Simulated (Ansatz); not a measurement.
**NO2S+: where a starting geometry ends**

The starting geometry of this gas-phase triplet was optimised with GFN2-xTB as a singlet; its bonds are those of `O=N[S+]=O`.

```yaml
atoms:
  - { symbol: N, position_ang: [-1.0812, 3.0493, 0.3310] }
  - { symbol: O, position_ang: [-1.0664, 4.1224, 0.7705] }
  - { symbol: O, position_ang: [-0.9537, 0.7192, -0.6219] }
  - { symbol: S, position_ang: [-1.8062, 1.7569, -0.2137] }
```

Question: Predict what becomes of its bonds when it is optimised with B3LYP-D3(BJ)/def2-SVP.

Answer: It loosens into NO + OS, which stay close as a complex (formulas without charges). Contacts that open: N1–S4 (1.58 → 2.64 Å).

The energy falls by 1.76 eV over 9 steps:

```csv
step,E − E(last) (eV)
1,1.763
2,1.505
3,1.089
4,0.496
5,0.237
6,0.073
7,0.000
8,0.000
9,0.000
```

Final geometry (Å):

```tsv
atom	x (Å)	y (Å)	z (Å)
N	-0.6791	3.4358	0.4972
O	-1.1551	4.3557	0.8646
O	-0.9816	0.4740	-0.7229
S	-2.0917	1.3824	-0.3730
```

No frequencies were run, so the end isn't proven a minimum. Open shells are spin-unrestricted. The triplet needn't be the ground state. Run with Ansatz 0.2.0, 62 s on 1 thread of Intel(R) Xeon(R) Processor @ 2.50GHz (Skylake/Cascade Lake), on a shared host.
